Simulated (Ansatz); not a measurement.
The input, for Ansatz 0.2.0:

```yaml
crystal:
  periodic: [false, false, false]
  atoms:
    - {symbol: P, position_ang: [0.000000, -0.256906, 0.000000]}
    - {symbol: O, position_ang: [0.000000, 0.301050, -1.339554]}
    - {symbol: O, position_ang: [0.000000, 0.301050, 1.339554]}
    - {symbol: H, position_ang: [0.000000, -1.662674, 0.000000]}
basis:
  gaussian: {orbitals: STO-3G, fitting: {mean_field: def2-universal-jkfit}}
correlation: {method: fic_nevpt4_sd, electrons: all, active_space: {window: {electrons: 14, orbitals: 7}}}
accuracy: high
```

```sh
$ ansatz run in.yaml --threads 1 --pin off --events-out ev --progress --plain --max-ram 2393MiB
```

**Question.** Roughly how long does this take on 1 thread of AMD EPYC, shared host, and how much host memory?

**Answer.** 2.6 s wall and 0.14 GiB.

```
300 factors; integrals over basis functions are off by at most 8.1e-3 eV
mean field evaluation 1: about -13190.7655 eV, gradient 4.0e1 eV
mean field evaluation 2: about -13195.5877 eV, gradient 2.0e1 eV
mean field evaluation 4: about -13196.8189 eV, gradient 2.7e-1 eV
mean field evaluation 8: about -13196.8195 eV, gradient 2.9e-8 eV
mean field -13196.81946457 eV, -484.9741701975 hartree, gradient 2.7e-8 eV, S^2 0.000000; 0 other end points of the search recorded, 0 dependent functions left out; unrestricted orbitals would lower it
reference -13196.81946457 eV, -484.9741701975 hartree; 16, 16 occupied and 4, 4 virtual orbitals, 300 factors
state -13196.81946457 eV, -484.9741701975 hartree
state -13196.81946457 eV, -484.9741701975 hartree; corrected -13201.84104905 eV, -485.1587100232 hartree
WARN: 7 active orbitals are nearly empty or full. The corrections depend on them more than the energy does, and are more stable in an active space without them
Total energy: -13201.84104905 eV, -485.1587100232 hartree
```

Natural occupations: 2.0000 2.0000 2.0000 2.0000 2.0000 2.0000 2.0000.
